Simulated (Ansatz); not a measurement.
A nudged elastic band was laid between two geometries of C$_{3}$H$_{7}$FO$_{2}$ (13 atoms, charge 0, multiplicity 1).

Theory: RKS PBE0-D4/def2-SVP in Ansatz 0.2.0.

- movable images: 7
- climbing image: yes
- spring: 5.0 eV/Å²
- optimiser: quadratic models (default)
- start path: through a guess of the saddle point
- force threshold: 0.05 eV/Å
- iteration limit: 60
- end points: relaxed

Initial state:

```xyz
13
Properties=species:S:1:pos:R:3
O -0.206 -2.066 -0.154
C -0.517 -0.807 0.394
C 0.525 0.158 -0.144
O 0.551 0.093 -1.540
C 0.271 1.581 0.287
F -1.024 1.960 0.037
H -0.970 -2.644 -0.075
H -1.512 -0.451 0.072
H -0.495 -0.819 1.502
H 1.511 -0.130 0.286
H 0.473 -0.847 -1.753
H 0.949 2.250 -0.267
H 0.465 1.688 1.369
```

Final state:

```xyz
13
Properties=species:S:1:pos:R:3
O -0.181 -2.012 -0.070
C -0.583 -0.755 0.498
C 0.568 0.180 0.316
O 0.801 -0.111 -1.334
C 0.220 1.594 0.440
F -1.039 1.994 -0.056
H -0.971 -2.532 -0.253
H -1.526 -0.438 -0.001
H -0.785 -0.837 1.581
H 1.767 -0.105 -1.354
H 0.558 -1.079 -1.239
H 0.966 2.249 -0.039
H 0.225 1.816 1.524
```

**Question.** Which bonds break or form, and what moves?

**Answer.** Bonds broken: C3–H10. Bonds formed: O4–H10.

**Question.** Give the energies along the band, and the barrier.

**Answer.** The forces met the threshold. The highest image is number 5 of 0 to 8, 79.9 kcal/mol above the first end and 3.8 kcal/mol above the last; the last end lies 76.0 kcal/mol above the first. Neighbouring images differ by up to 1.3 eV, so the band resolves the path poorly. A vibrational analysis at the climbing image gives one clearly imaginary mode, 756i cm⁻¹: a first-order saddle point. The orbitals stay closed-shell, which can raise the energy where a bond breaks towards radicals; this wasn't checked here.

```json
{"image": "0", "path coordinate (Å)": "0.00", "energy (kcal/mol)": "0.0", "C3–H10 (Å)": "1.11", "O4–H10 (Å)": "2.07"}
{"image": "1", "path coordinate (Å)": "0.29", "energy (kcal/mol)": "2.0", "C3–H10 (Å)": "1.11", "O4–H10 (Å)": "2.01"}
{"image": "2", "path coordinate (Å)": "0.58", "energy (kcal/mol)": "14.1", "C3–H10 (Å)": "1.10", "O4–H10 (Å)": "1.82"}
{"image": "3", "path coordinate (Å)": "0.86", "energy (kcal/mol)": "41.5", "C3–H10 (Å)": "1.12", "O4–H10 (Å)": "1.56"}
{"image": "4", "path coordinate (Å)": "1.15", "energy (kcal/mol)": "70.8", "C3–H10 (Å)": "1.22", "O4–H10 (Å)": "1.30"}
{"image": "5", "path coordinate (Å)": "1.44", "energy (kcal/mol)": "79.9", "C3–H10 (Å)": "1.47", "O4–H10 (Å)": "1.05"}
{"image": "6", "path coordinate (Å)": "1.75", "energy (kcal/mol)": "78.4", "C3–H10 (Å)": "1.79", "O4–H10 (Å)": "0.98"}
{"image": "7", "path coordinate (Å)": "2.06", "energy (kcal/mol)": "76.6", "C3–H10 (Å)": "1.99", "O4–H10 (Å)": "0.97"}
{"image": "8", "path coordinate (Å)": "2.37", "energy (kcal/mol)": "76.0", "C3–H10 (Å)": "2.07", "O4–H10 (Å)": "0.97"}
```

**Question.** What is the geometry of the highest image?

**Answer.** 
```xyz
13
Properties=species:S:1:pos:R:3
O -0.181 -2.033 -0.095
C -0.561 -0.778 0.438
C 0.557 0.179 0.261
O 0.867 -0.050 -1.535
C 0.224 1.593 0.434
F -1.087 1.960 0.140
H -0.962 -2.594 -0.137
H -1.498 -0.425 -0.040
H -0.748 -0.820 1.532
H 1.565 -0.143 -0.752
H 0.543 -0.972 -1.577
H 0.898 2.231 -0.158
H 0.403 1.818 1.504
```

The band took 13 iterations and roughly 8 core-minutes.

Run time: 4.1 min on 2 threads of Intel(R) Xeon(R) Platinum 8488C (Sapphire Rapids) (shared host), peak memory 0.3 GiB.
